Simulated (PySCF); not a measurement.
Compound: anisole, C7H8O.
Numbering: `[CH3:1][O:2][c:3]1[cH:4][cH:5][cH:6][cH:7][cH:8]1` (hydrogens: H9, H10, H11 on C1; H12 on C4; H13 on C5; H14 on C6; H15 on C7; H16 on C8)

The same species was optimised twice, with GFN2-xTB and with PBE0-D3(BJ)/def2-SVP (PySCF), and the same property calculations (PySCF, gas phase) were run on both structures.

| coordinate | GFN2-xTB | PBE0-D3(BJ)/def2-SVP | change |
| --- | --- | --- | --- |
| O2–C3 (Å) | 1.364 | 1.349 | -0.015 |
| C5–C6 (Å) | 1.387 | 1.398 | +0.011 |
| C7–C8 (Å) | 1.386 | 1.397 | +0.011 |
| C3–C8 (Å) | 1.390 | 1.400 | +0.010 |
| C6–C7 (Å) | 1.382 | 1.391 | +0.009 |
| C4–C5 (Å) | 1.379 | 1.388 | +0.009 |
| C1–O2 (Å) | 1.406 | 1.398 | -0.008 |
| C3–C4 (Å) | 1.396 | 1.402 | +0.006 |
| O2–C3–C8 (°) | 124.9 | 124.5 | -0.4 |
| C1–O2–C3 (°) | 118.5 | 118.9 | +0.4 |
| C4–C3–C8 (°) | 119.3 | 119.6 | +0.3 |
| C5–C6–C7 (°) | 119.4 | 119.2 | -0.2 |
| C3–C8–C7 (°) | 119.8 | 119.5 | -0.3 |
| C4–C5–C6 (°) | 120.3 | 120.5 | +0.2 |
| C3–C4–C5 (°) | 120.4 | 120.2 | -0.2 |
| O2–C3–C4 (°) | 115.7 | 115.9 | +0.2 |
| C1–O2–C3–C4 (°) | 180 | 180 | 0 |

Rotational constants: A = 5120, B = 1573, C = 1213 MHz (GFN2-xTB) against A = 5059, B = 1572, C = 1208 MHz (PBE0-D3(BJ)/def2-SVP). Point groups within 0.08 Å: Cs and Cs.

On the GFN2-xTB structure: HOMO (eV) -6.45 [PBE0/pcSseg-1]; LUMO (eV) -0.13 [PBE0/pcSseg-1]; dipole (D) 1.41 [PBE0/pcSseg-1]; GIAO shielding of C1 (ppm) 131.3 [PBE0/pcSseg-1]; GIAO shielding of O2 (ppm) 231.2 [PBE0/pcSseg-1]; GIAO shielding of C3 (ppm) 20.1 [PBE0/pcSseg-1]; GIAO shielding of C4/C8 (mean) (ppm) 69.0 [PBE0/pcSseg-1]; GIAO shielding of C5/C7 (mean) (ppm) 52.1 [PBE0/pcSseg-1]; GIAO shielding of C6 (ppm) 61.8 [PBE0/pcSseg-1].

**Question.** What do these properties become on the PBE0-D3(BJ)/def2-SVP structure?

**Answer.** 
```csv
property,level,on GFN2-xTB,on PBE0-D3(BJ)/def2-SVP,change
HOMO (eV),PBE0/pcSseg-1,-6.45,-6.42,+0.03
LUMO (eV),PBE0/pcSseg-1,-0.13,-0.19,-0.06
dipole (D),PBE0/pcSseg-1,1.41,1.42,+0.01
"energy, GFN2-xTB geometry as zero (kcal/mol)",PBE0/pcSseg-1,0.0,-0.1,-0.1
GIAO shielding of C1 (ppm),PBE0/pcSseg-1,131.3,130.8,-0.5
GIAO shielding of O2 (ppm),PBE0/pcSseg-1,231.2,231.7,+0.5
GIAO shielding of C3 (ppm),PBE0/pcSseg-1,20.1,19.8,-0.3
GIAO shielding of C4/C8 (mean) (ppm),PBE0/pcSseg-1,69.0,67.2,-1.8
GIAO shielding of C5/C7 (mean) (ppm),PBE0/pcSseg-1,52.1,49.3,-2.8
GIAO shielding of C6 (ppm),PBE0/pcSseg-1,61.8,59.6,-2.2
```

The heavy atoms differ by 0.009 Å rms after alignment. Among bonds between heavy atoms O2–C3 changes most (-0.015 Å). Changes are differences of the printed values. Neither structure is proved a minimum here.

Shape of the structure used: `[CH3:1][O:2][c:3]1[cH:4][cH:5][cH:6][cH:7][cH:8]1`: C1–O2–C3–C4 180°.
